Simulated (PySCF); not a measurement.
Li: ionisation energy

Li [He] 2s1 (2S) → Li⁺ 1s2 (1S), as a difference of total energies. Calculation: PySCF 2.14, in aug-cc-pVDZ-DK (4s3p2d, 23 functions); scalar relativity by spin-free X2C-1e. The calculations carry no spin-orbit coupling.

```csv
method,ionisation energy (eV)
UHF,5.342
TPSS,5.498
M06-2X,5.403
```

Problem. Which method comes closest to the reference value, and which is furthest?

Solution. The reference is 5.392 eV (measured; NIST Atomic Spectra Database, ionization energies). Closest: M06-2X (error 0.011 eV); furthest: TPSS (error 0.106 eV).
